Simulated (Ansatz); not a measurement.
Input file:

```yaml
crystal:
  periodic: [false, false, false]
  atoms:
    - {symbol: Si, position_ang: [0.000000, 0.000000, 2.713913]}
    - {symbol: Mg, position_ang: [0.000000, 0.000000, -0.502087]}
    - {symbol: H, position_ang: [0.000000, 0.000000, -2.211827]}
basis:
  gaussian: {orbitals: 6-31G}
magnetization: {spin_polarized: false, initial_magnetization: 1}
correlation: {method: sc_nevpt2, electrons: outside_noble_gas, active_space: {window: {electrons: 3, orbitals: 3}}}
```

```sh
$ ansatz run in.yaml --threads 1 --pin off --events-out ev --progress --plain --max-ram 2393MiB
```

The program prints:

```
304 factors; integrals over basis functions are off by at most 1.0e-4 eV
mean field evaluation 1: about -13304.7443 eV, gradient 7.7e0 eV
mean field evaluation 2: about -13304.7703 eV, gradient 7.7e0 eV
mean field evaluation 4: about -13305.5252 eV, gradient 8.4e-1 eV
mean field evaluation 8: about -13305.5352 eV, gradient 4.6e-4 eV
mean field evaluation 16: about -13305.5352 eV, gradient 8.7e-4 eV
mean field -13305.53520328 eV, -488.9693999048 hartree, gradient 2.6e-6 eV, S^2 0.750000; 4 other end points of the search recorded, 0 dependent functions left out
reference -13305.53520328 eV, -488.9693999048 hartree; 14, 13 occupied and 14, 15 virtual orbitals, 304 factors
state -13306.03950363 eV, -488.9879326008 hartree
state -13306.03950363 eV, -488.9879326008 hartree; corrected -13306.95982883 eV, -489.0217539283 hartree
state -13305.88936847 eV, -488.9824152354 hartree
state -13305.88936847 eV, -488.9824152354 hartree; corrected -13306.90801332 eV, -489.0198497432 hartree
state -13306.03950363 eV, -488.9879326008 hartree; corrected -13306.95982883 eV, -489.0217539283 hartree
Total energy: -13306.95982883 eV, -489.0217539283 hartree
```

Natural occupations: 1.8915 1.0000 0.1085.

For the same geometry and basis full CI lies 550.1 meV lower.

Ran on 1 thread of INTEL XEON PLATINUM 8581C, shared host: 0.54 s wall, 0.15 GiB peak host memory.
